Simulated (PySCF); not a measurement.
**FH₄NO, a complex of two parts: interaction energy**

Aim: the interaction energy of `NO` with `F`.

Programs: PySCF 2.14.0. All values are calculated, for the isolated system unless a continuum is named. Atoms count from 0, parts from 1.

## (1) The system as given

7 atoms, charge 0, multiplicity 1; geometry: GFN2-xTB. Parts: 1 = atoms 0–4, `NO`, charge 0; 2 = atoms 5–6, `F`, charge 0.

## (2) Geometry optimisation at PBE0-D3(BJ)/def2-SVPD

Job settings and geometry (Å):

```
{"job": {"xc": "PBE0", "basis": "def2-SVPD", "d3": "d3bj", "grid": 2, "kind": "geom", "shake": 0.01}, "charge": 0, "multiplicity": 1, "parts": [{"atoms": "0-4", "charge": 0, "multiplicity": 1}, {"atoms": "5-6", "charge": 0, "multiplicity": 1}]}
O      0.829870    -0.008276    -0.302540
N     -0.516761    -0.193633     0.196641
H      1.376136    -0.517997     0.241543
H     -0.842091     0.736745     0.428884
H     -1.062714    -0.568480    -0.586416
F     -0.200928    -1.771224     2.168780
H     -0.401029    -1.178768     1.439619
```

The run is started by

```
$ OMP_NUM_THREADS=1 python cluster_run.py task.json out
```

The driver reads the jobs from task.json and runs them one after another.

**Question.** The jobs that follow are: CCSD(T)/aug-cc-pVDZ and MP2/aug-cc-pVTZ counterpoise interaction energy, frozen core, gas phase. Predict: point group; rotational constants (main isotopes); interaction energy, CCSD(T) limit estimate; MP2/aug-cc-pVTZ; T1 diagnostic.

**Answer**, as computed:

| quantity | value |
| --- | --- |
| point group | Cs |
| rotational constants (main isotopes) | 27.18, 5.67, 4.81 GHz |
| interaction energy, CCSD(T) limit estimate | -12.83 kcal/mol |
| MP2/aug-cc-pVTZ | -12.85 kcal/mol |
| T1 diagnostic | 0.0127 |

In words: Over 10 steps the energy fell by 0.103 eV; of the close pairs, O0–N1 changed most, 1.448 to 1.402 Å. No frequency check was run at this level, so the end point may be a saddle. The interaction energy leaves out the deformation of the parts, 1.77 kcal/mol (MP2); added to the CCSD(T) estimate it gives a binding of about -11.06 kcal/mol. The estimate adds CCSD(T) less MP2 in the small basis (+0.42 kcal/mol) to extrapolated MP2. Hartree-Fock gives -9.97 against -12.83 kcal/mol.
